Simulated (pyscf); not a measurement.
Structures and frequencies: ωB97X-D3(BJ)/def2-SVP in PySCF. Correlated levels are frozen-core, on RHF or UHF. ΔMP2 is the change of the MP2 total energy from the triple- to the quadruple-zeta basis.

For silanol (HO–SiH₃) + H₂B–F → H₂B–O–SiH₃ + hydrogen fluoride (HF), a four-centre exchange (singlet surface; H–O, B–F broken, B–O, F–H formed), PBE/def2-TZVP gives ΔE‡ = 36.5 kJ/mol and ΔE = +9.8 kJ/mol (zero: the separated reactants). In which direction and how far do r²SCAN/def2-TZVP, ωB97M-D3(BJ)/def2-TZVP, CCSD(T)/def2-TZVPP + ΔMP2(QZVPP) move these?

r²SCAN: ΔE‡ = 39.6 kJ/mol, ΔE = +10.1 kJ/mol; ωB97M-D3(BJ): ΔE‡ = 50.2 kJ/mol, ΔE = +7.8 kJ/mol; CCSD(T): ΔE‡ = 54.3 kJ/mol, ΔE = +1.9 kJ/mol. PBE's barrier lies under all of them, by 3.1 to 17.8 kJ/mol. Its reaction energy matches one of them and lies within 7.9 kJ/mol of the others. On the reactant side the descent ends in an adduct with a B–O contact, 39.8 kJ/mol under the separated species and 88.9 kJ/mol under the saddle at ωB97X-D3(BJ)/def2-TZVP. On the product side the descent ends in a complex (not fully relaxed), 26.9 kJ/mol under the separated species and 70.4 kJ/mol under the saddle at ωB97X-D3(BJ)/def2-TZVP. What is counted as formed (B–O) is already present as a longer contact in the reactant adduct; forming that adduct is a step of its own. One saddle was located; it need not be the lowest between these sides. The CCSD(T) − MP2 part came from Ansatz, without density fitting, on the same reference.
